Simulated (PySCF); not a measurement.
Species: ketene, C₂H₂O.
Atom-mapped SMILES: `[CH2:1]=[C:2]=[O:3]` (hydrogens: H4, H5 on C1)

A GFN2-xTB structure was refined with PBE0/6-31+G* geometry optimisation, gas phase in PySCF. Its GFN2-xTB values:

| coordinate | GFN2-xTB |
| --- | --- |
| C1=C2 | 1.289 Å |
| C1–H4 | 1.072 Å |
| C2=O3 | 1.162 Å |
| C1–C2–O3 | 180.0° |
| C2–C1–H4 | 121.1° |
| H4–C1–H5 | 117.7° |

How do these coordinates change at the PBE0/6-31+G* level?

```csv
coordinate,PBE0/6-31+G* (Å or °),change
C1=C2,1.314,+0.025
C1–H4,1.083,+0.011
C2=O3,1.167,+0.005
H4–C1–H5,120.6,+2.9
C2–C1–H4,119.8,-1.3
C1–C2–O3,180.0,0.0
```

The energy falls by 0.032 eV over 3 energy and gradient evaluations, the largest force component goes from 0.0271 to 3.4e-04 Eh/bohr, and the atoms move by 0.018 Å rms after alignment. The bond that changes most is C1=C2 (outer carbon of cumulated double bonds to central carbon of a ketene), which lengthens by 0.025 Å. Bonds longer at the end by more than 0.005 Å: 4 of 4; shorter: 0. Rotational constants go from 298038, 10451, 10097 to 283066, 10228, 9871 MHz.

The run used 58 basis functions and 21 SCF cycles in all. Time: 4.3 s wall; peak memory 0.27 GiB. Hardware: an Arm Neoverse N1 with one thread, no GPU, shared host.

Not checked by PBE0/6-31+G* frequencies.
